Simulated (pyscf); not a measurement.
Structures and frequencies: ωB97X-D3(BJ)/def2-SVP in PySCF.

### Question
ethane (H₃C–CH₃) + [H₃C–Zn]• → H₃C–Zn–CH₃ + methyl (CH₃•)
Surface: doublet. Broken: C–C. Formed: C–Zn. Give ΔE‡ and ΔE from ωB97M-D3(BJ)/def2-TZVP, relative to the separated reactants.

### Answer
ΔE‡ = 52.3 kcal/mol, ΔE = +22.8 kcal/mol. Zero-point energy shifts the barrier by -2.9 kcal/mol. It is a substitution at C, with an imaginary mode of 1103i cm⁻¹. One saddle was located; it need not be the lowest between these sides. The angle at the attacked C is 180°. Elements up to Kr have no core potential and no relativistic terms here.
